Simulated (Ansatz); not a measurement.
`C#CC=C`, charge 0, multiplicity 1.

Task: Give a relaxed structure at PBE0-D4/def2-TZVP (Ansatz). (Estimate.)

Result: Ansatz gave: 
Cartesian coordinates in Å:
```
C -0.255 -2.063 0.408
C 0.052 -0.904 0.311
C 0.444 0.456 0.222
C -0.166 1.362 -0.539
H -0.535 -3.087 0.488
H 1.301 0.746 0.825
H 0.181 2.387 -0.565
H -1.022 1.103 -1.151
```
Point group Cs.
